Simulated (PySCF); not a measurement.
Gas-phase reaction: 3 C3H4 (allene) → C3H6 (propylene) + C6H6

Method: PySCF energies plus ideal-gas RRHO corrections (1 bar). The comparison is the NASA 1993 polynomial table, which mixes measured and estimated data. † marks an energy on the PBE0/def2-TZVP geometry and frequencies. All species are closed-shell singlets.

LDA/def2-TZVP† gives ΔH°(298 K) = -512.8 kJ.

Question: What does BLYP/def2-TZVP† give, and where does the table lie?

Answer: BLYP/def2-TZVP†: -375.8 kJ. Table: -470.2 kJ.
